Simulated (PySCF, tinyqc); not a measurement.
Inside a calculation (part 1 of 2). Method: RHF in the sto-3g basis, for CH2, spin multiplicity 1. The lowest restricted solution is unstable here: a spin-polarised one lies 0.0280 hartree lower (PySCF). Computed by tinyqc, a small Python program that keeps every step (integrals from PySCF). Settings: charge = 0, multiplicity = 1, basis = sto-3g, energy threshold = 1e-10, iteration cap = 50, orthogonalisation = symmetric, start = Wolfsberg-Helmholz matrix, DIIS depth = 8, method = RHF. Command: `OMP_NUM_THREADS=1 python tinyqc.py 29674 29675 out.jsonl` (the two numbers bound the seeds that draw the settings). One thread of a shared host (Intel(R) Xeon(R) Processor @ 2.60GHz), about 0.06 s of CPU time with the checks. Later iterations appear only in the table of the cycle.

## One-electron integrals

Geometry (angstrom):
```
atom         x          y         z
C     0.000000   0.000000  0.000000
H     0.000000   0.988000  0.690000
H     0.000000  -0.981000  0.685000
```

Basis sto-3g: exponents (1/bohr^2) and contraction coefficients of normalised primitives:
```
element  l (shell)   exponent  coefficient
C            s (1)  71.616837     0.154329
C            s (1)  13.045096     0.535328
C            s (1)   3.530512     0.444635
C            s (2)   2.941249    -0.099967
C            s (2)   0.683483     0.399513
C            s (2)   0.222290     0.700115
C            p (3)   2.941249     0.155916
C            p (3)   0.683483     0.607684
C            p (3)   0.222290     0.391957
H            s (1)   3.425251     0.154329
H            s (1)   0.623914     0.535328
H            s (1)   0.168855     0.444635
```

Overlap, kinetic and nuclear-attraction integrals over the contracted functions; the nuclear repulsion is the sum of Za Zb / Rab.

nuclear repulsion = 5.55711215 hartree

overlap S, lower triangle:
```
           1C 1s     1C 2s    1C 2px     1C 2py    1C 2pz     2H 1s     3H 1s
1C 1s   1.000000
1C 2s   0.248362  1.000000
1C 2px  0.000000  0.000000  1.000000
1C 2py  0.000000  0.000000  0.000000   1.000000
1C 2pz  0.000000  0.000000  0.000000   0.000000  1.000000
2H 1s   0.047647  0.426660  0.000000   0.348782  0.243582  1.000000
3H 1s   0.048605  0.431292  0.000000  -0.351467  0.245418  0.125411  1.000000
```

kinetic energy T (hartree), lower triangle:
```
            1C 1s     1C 2s    1C 2px     1C 2py    1C 2pz      2H 1s     3H 1s
1C 1s   15.891122
1C 2s   -0.085890  0.472250
1C 2px   0.000000  0.000000  1.477728
1C 2py   0.000000  0.000000  0.000000   1.477728
1C 2pz   0.000000  0.000000  0.000000   0.000000  1.477728
2H 1s   -0.012236  0.073165  0.000000   0.160377  0.112004   0.760032
3H 1s   -0.012242  0.075423  0.000000  -0.164080  0.114572  -0.009708  0.760032
```

nuclear attraction V (hartree), lower triangle:
```
             1C 1s      1C 2s     1C 2px     1C 2py     1C 2pz      2H 1s      3H 1s
1C 1s   -34.534134
1C 2s    -4.411134  -6.056254
1C 2px    0.000000   0.000000  -5.944414
1C 2py    0.000165   0.001400   0.000000  -6.085170
1C 2pz   -0.015980  -0.171036   0.000000   0.000749  -6.013054
2H 1s    -0.859457  -2.144482   0.000000  -1.611587  -1.164160  -4.093957
3H 1s    -0.876956  -2.173798   0.000000   1.629871  -1.176965  -0.563108  -4.111374
```

core Hamiltonian H = T + V (hartree), lower triangle:
```
             1C 1s      1C 2s     1C 2px     1C 2py     1C 2pz      2H 1s      3H 1s
1C 1s   -18.643013
1C 2s    -4.497024  -5.584005
1C 2px    0.000000   0.000000  -4.466686
1C 2py    0.000165   0.001400   0.000000  -4.607442
1C 2pz   -0.015980  -0.171036   0.000000   0.000749  -4.535326
2H 1s    -0.871693  -2.071317   0.000000  -1.451210  -1.052155  -3.333926
3H 1s    -0.889197  -2.098374   0.000000   1.465791  -1.062393  -0.572815  -3.351342
```

## Two-electron integrals

Functions are numbered as in S; the eight-fold symmetry (ij|kl) = (ji|kl) = (kl|ij) leaves the list below.

Two-electron integrals (ij|kl) in chemists' order, unique and non-zero (hartree):
```
(11|11) 3.541948    (21|11) 0.576921    (21|21) 0.111888    (22|11) 0.854682
(22|21) 0.205284    (22|22) 0.624709    (31|31) 0.020296    (32|31) 0.030858
(32|32) 0.137996    (33|11) 0.852436    (33|21) 0.205335    (33|22) 0.624568
(33|33) 0.672833    (41|41) 0.020296    (42|41) 0.030858    (42|42) 0.137996
(43|43) 0.036269    (44|11) 0.852436    (44|21) 0.205335    (44|22) 0.624568
(44|33) 0.600295    (44|44) 0.672833    (51|51) 0.020296    (52|51) 0.030858
(52|52) 0.137996    (53|53) 0.036269    (54|54) 0.036269    (55|11) 0.852436
(55|21) 0.205335    (55|22) 0.624568    (55|33) 0.600295    (55|44) 0.600295
(55|55) 0.672833    (61|11) 0.111226    (61|21) 0.021450    (61|22) 0.039313
(61|33) 0.039179    (61|41) 0.001066    (61|42) 0.001993    (61|44) 0.039459
(61|51) 0.000744    (61|52) 0.001392    (61|54) 0.000196    (61|55) 0.039315
(61|61) 0.004203    (62|11) 0.277045    (62|21) 0.067482    (62|22) 0.227229
(62|33) 0.221686    (62|41) 0.005263    (62|42) 0.036894    (62|44) 0.232719
(62|51) 0.003676    (62|52) 0.025766    (62|54) 0.007706    (62|55) 0.227067
(62|61) 0.013506    (62|62) 0.110054    (63|31) 0.006731    (63|32) 0.035902
(63|43) 0.007135    (63|53) 0.004983    (63|63) 0.013216    (64|11) 0.196813
(64|21) 0.048545    (64|22) 0.173325    (64|33) 0.164625    (64|41) 0.010018
(64|42) 0.061913    (64|44) 0.186720    (64|51) 0.002295    (64|52) 0.018165
(64|54) 0.010448    (64|55) 0.168441    (64|61) 0.010153    (64|62) 0.099649
(64|64) 0.101806    (65|11) 0.137450    (65|21) 0.033903    (65|22) 0.121047
(65|33) 0.114971    (65|41) 0.002295    (65|42) 0.018165    (65|44) 0.120436
(65|51) 0.008334    (65|52) 0.048588    (65|54) 0.010952    (65|55) 0.127603
(65|61) 0.007091    (65|62) 0.069593    (65|64) 0.061869    (65|65) 0.056425
(66|11) 0.432696    (66|21) 0.107181    (66|22) 0.411103    (66|33) 0.389470
(66|41) 0.010257    (66|42) 0.097362    (66|44) 0.432739    (66|51) 0.007163
(66|52) 0.067996    (66|54) 0.030218    (66|55) 0.410574    (66|61) 0.021736
(66|62) 0.254912    (66|64) 0.254560    (66|65) 0.177780    (66|66) 0.774606
(71|11) 0.113483    (71|21) 0.021884    (71|22) 0.040105    (71|33) 0.039967
(71|41) -0.001089   (71|42) -0.002036   (71|44) 0.040254    (71|51) 0.000761
(71|52) 0.001421    (71|54) -0.000200   (71|55) 0.040107    (71|61) 0.004165
(71|62) 0.012994    (71|64) 0.008918    (71|65) 0.006833    (71|66) 0.020567
(71|71) 0.004376    (72|11) 0.280926    (72|21) 0.068419    (72|22) 0.230171
(72|33) 0.224571    (72|41) -0.005338   (72|42) -0.037313   (72|44) 0.235719
(72|51) 0.003727    (72|52) 0.026054    (72|54) -0.007784   (72|55) 0.230006
(72|61) 0.012915    (72|62) 0.080188    (72|64) 0.052244    (72|65) 0.049359
(72|66) 0.144967    (72|71) 0.013970    (72|72) 0.112625    (73|31) 0.006846
(73|32) 0.036449    (73|43) -0.007230   (73|53) 0.005048    (73|63) 0.009047
(73|73) 0.013578    (74|11) -0.199030   (74|21) -0.049089   (74|22) -0.175103
(74|33) -0.166306   (74|41) 0.010173    (74|42) 0.062705    (74|44) -0.188659
(74|51) -0.002323   (74|52) -0.018333   (74|54) 0.010559    (74|55) -0.170155
(74|61) -0.008838   (74|62) -0.052043   (74|64) -0.025885   (74|65) -0.031433
(74|66) -0.087369   (74|71) -0.010477   (74|72) -0.101718   (74|74) 0.103777
(75|11) 0.138976    (75|21) 0.034277    (75|22) 0.122269    (75|33) 0.116126
(75|41) -0.002323   (75|42) -0.018333   (75|44) 0.121637    (75|51) 0.008468
(75|52) 0.049251    (75|54) -0.011078   (75|55) 0.128910    (75|61) 0.006774
(75|62) 0.049262    (75|64) 0.031482    (75|65) 0.038753    (75|66) 0.094440
(75|71) 0.007316    (75|72) 0.071026    (75|74) -0.062983   (75|75) 0.057557
(76|11) 0.070311    (76|21) 0.017217    (76|22) 0.060708    (76|33) 0.058923
(76|41) 2.70e-06    (76|42) 0.000032    (76|44) 0.060623    (76|51) 0.001515
(76|52) 0.011578    (76|54) 0.000009    (76|55) 0.062516    (76|61) 0.003376
(76|62) 0.026894    (76|64) 0.021144    (76|65) 0.018657    (76|66) 0.059227
(76|71) 0.003443    (76|72) 0.027168    (76|74) -0.021273   (76|75) 0.018807
(76|76) 0.008151    (77|11) 0.435581    (77|21) 0.107886    (77|22) 0.413288
(77|33) 0.391500    (77|41) -0.010374   (77|42) -0.098051   (77|44) 0.435089
(77|51) 0.007244    (77|52) 0.068466    (77|54) -0.030437   (77|55) 0.412753
(77|61) 0.020293    (77|62) 0.143835    (77|64) 0.086995    (77|65) 0.093909
(77|66) 0.267735    (77|71) 0.022325    (77|72) 0.258313    (77|74) -0.257366
(77|75) 0.179710    (77|76) 0.059227    (77|77) 0.774606
```

## Orthogonalisation

S = U s U^T; symmetric (Loewdin) form X = U s^(-1/2) U^T, so that X^T S X = 1.

eigenvalues of S: 0.340468  0.438260  0.867986  1.000000  1.104245  1.436382  1.812659

X, lower triangle:
```
            1C 1s      1C 2s    1C 2px     1C 2py     1C 2pz      2H 1s     3H 1s
1C 1s    1.026754
1C 2s   -0.149886   1.222506
1C 2px   0.000000   0.000000  1.000000
1C 2py   0.000141  -0.002077  0.000000   1.130049
1C 2pz  -0.011446   0.110285  0.000000  -0.001015   1.061350
2H 1s    0.024526  -0.283106  0.000000  -0.235581  -0.158334   1.190414
3H 1s    0.024711  -0.288169  0.000000   0.238858  -0.160643  -0.022121  1.195395
```

## Starting guess

The start is the generalised Wolfsberg-Helmholz matrix (K = 1.75) built on H; D = 2 C_occ C_occ^T.

D at the start, lower triangle:
```
            1C 1s      1C 2s    1C 2px     1C 2py    1C 2pz     2H 1s     3H 1s
1C 1s    2.063421
1C 2s   -0.244277   1.094305
1C 2px   0.000000   0.000000  0.000000
1C 2py  -0.001122   0.004504  0.000000   1.157968
1C 2pz   0.138037  -0.477075  0.000000   0.001733  1.785169
2H 1s   -0.161287   0.376705  0.000000   0.416185  0.134493  0.337666
3H 1s   -0.162807   0.378876  0.000000  -0.414314  0.135216  0.041892  0.341795
```

## Iteration 1: building the Fock matrix

J_ij = sum D_kl (ij|kl), K_ij = sum D_kl (ik|jl); F = H + J - 0.5 K; E = tr D H + tr D J / 2 - 0.25 tr D K + E_nn.

Coulomb J (hartree), lower triangle:
```
            1C 1s      1C 2s    1C 2px     1C 2py    1C 2pz     2H 1s     3H 1s
1C 1s   11.523740
1C 2s    2.227364   5.145112
1C 2px   0.000000   0.000000  5.027800
1C 2py  -0.000021  -0.000415  0.000000   5.197897
1C 2pz  -0.005345   0.019125  0.000000  -0.000267  5.193286
2H 1s    0.428139   1.869654  0.000000   1.430140  1.005121  3.466312
3H 1s    0.436798   1.894308  0.000000  -1.445404  1.015586  0.499172  3.484648
```

exchange K (hartree), lower triangle:
```
            1C 1s      1C 2s    1C 2px     1C 2py    1C 2pz     2H 1s     3H 1s
1C 1s    7.174222
1C 2s    1.271561   1.679886
1C 2px   0.000000   0.000000  0.359323
1C 2py  -0.000038  -0.000119  0.000000   1.494388
1C 2pz   0.010093  -0.083615  0.000000  -0.000399  1.618866
2H 1s    0.249772   0.776019  0.000000   0.610847  0.388087  0.998629
3H 1s    0.254781   0.784579  0.000000  -0.615198  0.391602  0.233314  1.011016
```

Fock matrix F (hartree), lower triangle:
```
             1C 1s      1C 2s    1C 2px     1C 2py     1C 2pz      2H 1s      3H 1s
1C 1s   -10.706384
1C 2s    -2.905440  -1.278836
1C 2px    0.000000   0.000000  0.381453
1C 2py    0.000163   0.001045  0.000000  -0.156739
1C 2pz   -0.026371  -0.110104  0.000000   0.000681  -0.151473
2H 1s    -0.568440  -0.589672  0.000000  -0.326494  -0.241078  -0.366928
3H 1s    -0.579790  -0.596356  0.000000   0.327986  -0.242608  -0.190301  -0.372203
```

total energy of this density = -38.16170669 hartree

## Iteration 1: diagonalisation and new density

Diagonalise F' = X^T F X, C = X C', fill 4 alpha and 4 beta electrons from the bottom; D = 2 C_occ C_occ^T. Each column has its largest component positive (the first on a tie).

F' = X^T F X (hartree), lower triangle:
```
            1          2         3          4          5          6         7
1  -10.470869
2   -1.570178  -0.448539
3    0.000000   0.000000  0.381453
4    0.000255  -0.002022  0.000000   0.130563
5   -0.048596   0.081743  0.000000  -0.000964  -0.032584
6   -0.049365  -0.398759  0.000000  -0.390865  -0.239181   0.032451
7   -0.052520  -0.404488  0.000000   0.394058  -0.241908  -0.061012  0.035557
```

orbital energies (hartree): MO1 -10.713578, MO2 -0.713567, MO3 -0.442513, MO4 -0.155263, MO5 0.381453, MO6 0.603013, MO7 0.668486

coefficients C:
```
              MO1        MO2        MO3        MO4       MO5        MO6        MO7
1C 1s    0.992405  -0.201224  -0.000701   0.137950  0.000000  -0.182855   0.014425
1C 2s    0.032062   0.607744   0.003617  -0.576138  0.000000   0.991655  -0.081465
1C 2px   0.000000   0.000000   0.000000   0.000000  1.000000   0.000000   0.000000
1C 2py  -0.000071  -0.001659   0.545186  -0.000161  0.000000   0.077345   1.042283
1C 2pz   0.006135   0.186841   0.000653   0.812866  0.000000   0.700627  -0.055291
2H 1s   -0.007330   0.320022   0.454012   0.154461  0.000000  -0.868677  -0.701313
3H 1s   -0.007431   0.324303  -0.450225   0.153947  0.000000  -0.757582   0.830908
```

D after iteration 1, lower triangle:
```
            1C 1s      1C 2s    1C 2px     1C 2py    1C 2pz      2H 1s     3H 1s
1C 1s    2.088778
1C 2s   -0.339911   1.404659
1C 2px   0.000000   0.000000  0.000000
1C 2py  -0.000281   0.002108  0.000000   0.594462
1C 2pz   0.161252  -0.709146  0.000000  -0.000171  1.391399
2H 1s   -0.101362   0.213816  0.000000   0.493932  0.371201   0.664906
3H 1s   -0.102160   0.213064  0.000000  -0.492038  0.370783  -0.153581  0.663260
```

## Iteration 2: building the Fock matrix

As before.

Coulomb J (hartree), lower triangle:
```
            1C 1s      1C 2s    1C 2px     1C 2py    1C 2pz     2H 1s     3H 1s
1C 1s   11.242345
1C 2s    2.158696   4.995471
1C 2px   0.000000   0.000000  4.883039
1C 2py  -0.000095  -0.000508  0.000000   5.044639
1C 2pz  -0.008243   0.031427  0.000000  -0.000286  5.041968
2H 1s    0.414864   1.841389  0.000000   1.418936  1.002473  3.519254
3H 1s    0.423267   1.865053  0.000000  -1.433379  1.012425  0.494994  3.533492
```

exchange K (hartree), lower triangle:
```
            1C 1s      1C 2s    1C 2px     1C 2py    1C 2pz     2H 1s     3H 1s
1C 1s    7.184034
1C 2s    1.236181   1.648149
1C 2px   0.000000   0.000000  0.352022
1C 2py  -0.000043  -0.001290  0.000000   1.244949
1C 2pz   0.005752  -0.137649  0.000000  -0.001793  1.487176
2H 1s    0.246382   0.766610  0.000000   0.625125  0.426299  1.191302
3H 1s    0.251261   0.774610  0.000000  -0.628868  0.428979  0.206668  1.197747
```

Fock matrix F (hartree), lower triangle:
```
             1C 1s      1C 2s    1C 2px     1C 2py     1C 2pz      2H 1s      3H 1s
1C 1s   -10.992685
1C 2s    -2.956419  -1.412608
1C 2px    0.000000   0.000000  0.240342
1C 2py    0.000091   0.001538  0.000000  -0.185278
1C 2pz   -0.027099  -0.070784  0.000000   0.001360  -0.236947
2H 1s    -0.580020  -0.613233  0.000000  -0.344836  -0.262832  -0.410322
3H 1s    -0.591561  -0.620626  0.000000   0.346845  -0.264458  -0.181155  -0.416724
```

total energy of this density = -38.34718521 hartree

## Iteration 2: DIIS over 2 matrices

error matrix X^T (FDS - SDF) X:
```
           1          2         3          4          5          6          7
1   0.000000  -0.020887  0.000000   0.000151  -0.027954   0.028308   0.028594
2   0.020887   0.000000  0.000000  -0.000279   0.072878  -0.061973  -0.062494
3   0.000000   0.000000  0.000000   0.000000   0.000000   0.000000   0.000000
4  -0.000151   0.000279  0.000000   0.000000   0.000213   0.026560  -0.026106
5   0.027954  -0.072878  0.000000  -0.000213   0.000000   0.016155   0.015808
6  -0.028308   0.061973  0.000000  -0.026560  -0.016155   0.000000  -0.000217
7  -0.028594   0.062494  0.000000   0.026106  -0.015808   0.000217   0.000000
```

B (overlaps of the stored error matrices):
```
               1              2
1  7.8973342e-01  9.8533499e-02
2  9.8533499e-02  3.5584165e-02
```

Minimise |sum c_i e_i|^2 with sum c_i = 1: solve [B -1; -1 0][c; lambda] = [0; -1] with B_ij = tr e_i^T e_j, and take F = sum c_i F_i.

DIIS coefficients: -0.100198  1.100198

extrapolated F (hartree), lower triangle:
```
             1C 1s      1C 2s    1C 2px     1C 2py     1C 2pz      2H 1s      3H 1s
1C 1s   -11.021372
1C 2s    -2.961527  -1.426012
1C 2px    0.000000   0.000000  0.226203
1C 2py    0.000084   0.001587  0.000000  -0.188137
1C 2pz   -0.027172  -0.066844  0.000000   0.001428  -0.245511
2H 1s    -0.581180  -0.615593  0.000000  -0.346674  -0.265012  -0.414670
3H 1s    -0.592741  -0.623058  0.000000   0.348735  -0.266647  -0.180239  -0.421185
```

## Iteration 2: diagonalisation and new density

As before.

F' = X^T F X (hartree), lower triangle:
```
            1          2         3          4          5          6          7
1  -10.789755
2   -1.563644  -0.613147
3    0.000000   0.000000  0.226203
4    0.000054  -0.001297  0.000000   0.105833
5   -0.053801   0.131964  0.000000  -0.000161  -0.114009
6   -0.056832  -0.390619  0.000000  -0.396098  -0.262349  -0.010255
7   -0.060125  -0.396007  0.000000   0.399111  -0.264709  -0.038206  -0.008508
```

orbital energies (hartree): MO1 -11.027200, MO2 -0.796173, MO3 -0.496275, MO4 -0.308961, MO5 0.226203, MO6 0.567594, MO7 0.631172

coefficients C:
```
              MO1        MO2        MO3        MO4       MO5        MO6        MO7
1C 1s    0.993256  -0.216486  -0.001369   0.128787  0.000000  -0.167079   0.010329
1C 2s    0.028505   0.688957   0.006247  -0.574111  0.000000   0.939930  -0.061319
1C 2px   0.000000   0.000000   0.000000   0.000000  1.000000   0.000000   0.000000
1C 2py  -0.000056  -0.002685   0.526094   0.000755  0.000000   0.060028   1.053177
1C 2pz   0.005533   0.144923  -0.000873   0.787965  0.000000   0.738694  -0.045209
2H 1s   -0.006286   0.275733   0.467695   0.224250  0.000000  -0.856175  -0.707645
3H 1s   -0.006370   0.281126  -0.464308   0.221784  0.000000  -0.772447   0.809600
```

D after iteration 2, lower triangle:
```
            1C 1s      1C 2s    1C 2px     1C 2py    1C 2pz      2H 1s     3H 1s
1C 1s    2.100022
1C 2s   -0.389567   1.610234
1C 2px   0.000000   0.000000  0.000000
1C 2py  -0.000194   0.002004  0.000000   0.553564
1C 2pz   0.151205  -0.704762  0.000000  -0.000507  1.283845
2H 1s   -0.075391   0.127932  0.000000   0.490962  0.432437   0.690190
3H 1s   -0.075977   0.126544  0.000000  -0.489713  0.431740  -0.179728  0.687686
```

## Iteration 7 (converged): orbitals

converged F (hartree), lower triangle:
```
             1C 1s      1C 2s    1C 2px     1C 2py     1C 2pz      2H 1s      3H 1s
1C 1s   -11.002407
1C 2s    -2.954781  -1.436378
1C 2px    0.000000   0.000000  0.231112
1C 2py    0.000115   0.001552  0.000000  -0.182774
1C 2pz   -0.025516  -0.070439  0.000000   0.001572  -0.220171
2H 1s    -0.580079  -0.609112  0.000000  -0.341956  -0.268837  -0.405588
3H 1s    -0.591623  -0.616672  0.000000   0.344184  -0.270428  -0.177657  -0.412244
```

As before.

F' = X^T F X (hartree), lower triangle:
```
            1          2         3          4          5          6          7
1  -10.772083
2   -1.555705  -0.637827
3    0.000000   0.000000  0.231112
4    0.000090  -0.001344  0.000000   0.108436
5   -0.051329   0.129028  0.000000  -0.000034  -0.083768
6   -0.058597  -0.380818  0.000000  -0.392423  -0.270804  -0.003330
7   -0.061880  -0.386234  0.000000   0.395599  -0.273092  -0.036081  -0.001677
```

orbital energies (hartree): MO1 -11.008130, MO2 -0.796947, MO3 -0.487453, MO4 -0.299260, MO5 0.231112, MO6 0.571820, MO7 0.629721

coefficients C:
```
              MO1        MO2        MO3        MO4       MO5        MO6        MO7
1C 1s    0.993301  -0.220029  -0.001475   0.131528  0.000000  -0.159862   0.010736
1C 2s    0.028297   0.707862   0.006776  -0.595627  0.000000   0.911875  -0.064358
1C 2px   0.000000   0.000000   0.000000   0.000000  1.000000   0.000000   0.000000
1C 2py  -0.000058  -0.002716   0.526778   0.000789  0.000000   0.065150   1.052530
1C 2pz   0.005330   0.145463  -0.001115   0.765567  0.000000   0.761472  -0.050122
2H 1s   -0.006185   0.262422   0.466886   0.253902  0.000000  -0.855606  -0.703904
3H 1s   -0.006269   0.267784  -0.464130   0.250772  0.000000  -0.764279   0.813508
```

D after iteration 7, lower triangle:
```
            1C 1s      1C 2s    1C 2px     1C 2py    1C 2pz      2H 1s     3H 1s
1C 1s    2.104724
1C 2s   -0.411989   1.713375
1C 2px   0.000000   0.000000  0.000000
1C 2py  -0.000267   0.002350  0.000000   0.555007
1C 2pz   0.147967  -0.705764  0.000000  -0.000758  1.214564
2H 1s   -0.062354   0.075032  0.000000   0.490866  0.463995   0.702704
3H 1s   -0.062958   0.073730  0.000000  -0.490045  0.462839  -0.165426  0.700101
```
